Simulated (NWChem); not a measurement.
Molecule: hydrogen chloride (HCl); SMILES Cl

All runs: NWChem. Pople sets run with spherical d functions. Each level has its own optimisation. Entropies are gas-phase, rigid-rotor, harmonic values for NWChem's default masses at 298.15 K and 1 bar, so the errors hold that model's part too (torsions, anharmonicity).

Measured entropy at 1 bar: 44.7 cal/(mol K) (CRC Handbook, as tabulated in the package chemicals).

```tsv
level	entropy at 1 bar (cal/(mol K))	computed − measured
Hartree-Fock/STO-3G	44.7	0.0
Hartree-Fock/3-21G	44.6	-0.1
Hartree-Fock/6-31G*	44.5	-0.2
B3LYP/6-31G*	44.6	-0.1
LDA (Slater exchange, VWN5)/def2-SVP	…	…
PBE/def2-SVP	44.6	-0.1
BLYP/def2-SVP	…	…
PBE0/def2-SVP	44.6	-0.1
```

Task: Complete the blanks.

Result: 
- LDA (Slater exchange, VWN5)/def2-SVP, entropy at 1 bar (cal/(mol K)): 44.6
- LDA (Slater exchange, VWN5)/def2-SVP, computed − measured: -0.1
- BLYP/def2-SVP, entropy at 1 bar (cal/(mol K)): 44.7
- BLYP/def2-SVP, computed − measured: 0.0
